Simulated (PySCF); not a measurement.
C3H3S2 (charge +1).
InChI=1S/C3H3S2/c1-2-5-3-4-1/h1-3H/q+1

Linear response at wB97X-D/def2-SVPD (PySCF, frozen core in the response, non-relativistic). Geometry: PBE0-D3(BJ)/def2-SVP; no solvent, vibrations or thermal averaging.

Static isotropic polarisability: 59.66 au (8.84 Å³), principal values 39.1, 66.1, 73.8 au.

(1) What is the polarisability at 1064 nm and at the sodium D line?

(2) What is the isotropic C6 coefficient between two such ions, C6 = (3/π)∫α(iω)² dω?

(3) Which effective excitation energy ω̄ makes London's formula C6 = (3/4)α²ω̄ exact here?

(4) What molar refraction at the D line follows from R = (4π/3)·N_A·α′, with α′ the polarisability volume?

(5) How many electrons N does the Slater–Kirkwood formula C6 = (3/4)·√N·α^(3/2) need to give this C6?

(6) What three-body coefficient follows from the one-pole estimate C9 = (3/4)·α·C6?

(7) The lowest 6 singlets have (eV, f): 5.12, 0.053; 5.78, 0.087; 6.37, 0.000; 6.75, 0.000; 7.17, 0.000; 7.38, 0.282. What share of the static polarisability do they carry in the sum over states α = Σ f/ω²?

(8) How anisotropic is the static polarisability, by Δα² = ½[(α1 − α2)² + (α2 − α3)² + (α3 − α1)²]?

Answers

(1) 60.26 au at 1064 nm (+1.0 %), 61.72 au at 589.3 nm (+3.5 %). The rise at 589.3 nm is 3.44 times that at 1064 nm; a pure ω² law gives 3.26. The lowest singlet lies at 242 nm, shorter than both wavelengths.

(2) 1415 au (Eh·bohr⁶) by a ten-point quadrature over imaginary frequencies, which is 845 eV·Å⁶ or 81.6 J·nm⁶/mol.

(3) ω̄ = 4·C6/(3α²) = 0.530 Eh = 14.4 eV. A one-pole form α(ω) = α/(1 − ω²/ω̄²) fitted to the 1064 nm value gives 11.7 eV. London's choice of the ionisation energy (15.85 eV, ΔSCF at the same level) gives C6 = 1550 au, 10 % too high.

(4) α′ = 9.15 Å³ gives R = 23.07 cm³/mol, for isolated, non-vibrating species.

(5) N = (4·C6/3)²/α³ = 16.8; the species has 52 electrons in all.

(6) 63300 au. This is an estimate from the two numbers above, not a computed integral.

(7) 7.24 au, 12.1 % of α; the largest term, 3.83 au, is that of the state at 7.38 eV. Their oscillator strengths add up to 0.42. Higher states carry the rest.

(8) Δα = 31.6 au, or 0.53 of the isotropic value.

Note: wB97X-D ran without an empirical dispersion term, which enters the total energy and its gradient alone.
